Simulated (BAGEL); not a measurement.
How the cost of HF grows with the basis: C4H10S (isopropyl methyl sulfide)

C4H10S has 15 atoms, charge 0, and is taken as a singlet. SMILES: `CSC(C)C`. The shape is that of a PBE0-D4/def2-TZVP optimisation. This is one conformer, not always the lowest.

HF (density fitting with qzvpp-jkfit), energy, BAGEL 1.2.2, on 1 thread of Intel Xeon at 2.30GHz, shared host. N is the number of basis functions, t the processor time.

```
            basis    N  t (s)   ln N   ln t
      6-311G(d,p)  158    3.4  5.063  1.224
    6-311++G(d,p)  188    4.5  5.236  1.504
  6-311++G(2d,2p)  243    6.7  5.493  1.902
6-311++G(3df,3pd)  383      ?  5.948      ?
```

Fit t = C·Nᵖ to the known rows and estimate the time in 6-311++G(3df,3pd).


1. Means of the 3 rows: ln N = 5.26400, ln t = 1.5433.
2. Σ(Δln N)² = 0.093626, Σ(Δln N·Δln t) = 0.14742, so the slope is 0.14742/0.093626 = 1.5746.
3. Intercept: 1.5433 − (1.5746) × 5.26400 = -6.7454. The largest residual of the fit is 0.0048.
4. ln t = -6.7454 + 1.5746 × 5.948, so t ≈ 14 s.

The run took 12 s, so the estimate is too long by a factor of about 1.2. The fitted power is 1.6, with the electron count fixed.
